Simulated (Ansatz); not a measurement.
`FCF` and `CCF` differ in one atom or group.

Ansatz, PBE0-D4/def2-TZVP geometries, multiplicity 1. 

| property | `FCF` |
| --- | --- |
| ideal-gas entropy at 298 K and 1 bar (rigid rotor, harmonic PBE0-D4/def2-TZVP) / J/(mol·K) | 246 |
| LUMO energy (PBE/def2-TZVPP) / eV | 0.93 |
| size of the dipole moment (ωB97M-V/def2-TZVPP) / D | 1.86 |
| zero-point energy (PBE0-D4/def2-TZVP) / kJ/mol | 86.4 |
| size of the dipole moment (B3LYP/def2-TZVPP) / D | 1.87 |
| LUMO energy (PBE0/def2-TZVPP) / eV | 1.77 |

Question: Give the same properties after the change, and the shifts. (Estimate.)

Answer: The calculation gave: 
```json
{"property": "ideal-gas entropy at 298 K and 1 bar (rigid rotor, harmonic PBE0-D4/def2-TZVP) / J/(mol·K)", "`CCF`": "264", "shift": "18"}
{"property": "LUMO energy (PBE/def2-TZVPP) / eV", "`CCF`": "0.65", "shift": "-0.28"}
{"property": "size of the dipole moment (ωB97M-V/def2-TZVPP) / D", "`CCF`": "1.87", "shift": "0.01"}
{"property": "zero-point energy (PBE0-D4/def2-TZVP) / kJ/mol", "`CCF`": "178.7", "shift": "92.3"}
{"property": "size of the dipole moment (B3LYP/def2-TZVPP) / D", "`CCF`": "1.87", "shift": "0.00"}
{"property": "LUMO energy (PBE0/def2-TZVPP) / eV", "`CCF`": "1.44", "shift": "-0.33"}
```

With PBE0 the HOMO rises by 0.53 eV and the LUMO falls by 0.33 eV, so the gap narrows by about 0.86 eV. PBE moves the HOMO by 0.40 eV and ωB97M-V by 0.57 eV. The zero-point energy changes by 92.3 kJ/mol with +9 modes. Dipoles are sizes alone; their direction can turn.

B3LYP here is the variant with VWN-RPA as its local correlation; programs differ in this.
